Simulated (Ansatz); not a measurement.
Input for Ansatz (development build ahead of 0.2.0):

```yaml
crystal:
  periodic: [false, false, false]
  atoms:
    - { symbol: "N", position_ang: [0.06398, 0.02185, -0.00913] }
    - { symbol: "N", position_ang: [1.14124, -0.05038, -0.20994] }
    - { symbol: O, position_ang: [0.40788, 3.22498, 0.3918] }
basis:
  gaussian: { orbitals: def2-SVP }
magnetization:
  spin_polarized: true
  initial_magnetization: 2
hamiltonian:
  xc: hf
output:
  forces: true
```

The input is written out in the form of the current development build from the run's settings.

The run gave:

```json
{"Converged": "yes", "Total energy": "-183.57228 hartree", "Spin squared of the determinant": "2.005", "Stability test": "minimum"}
```

Forces (eV/Å):
```csv
atom,Fx,Fy,Fz
N1,4.501,-0.333,-0.844
N2,-4.501,0.284,0.836
O3,-0.001,0.049,0.007
```
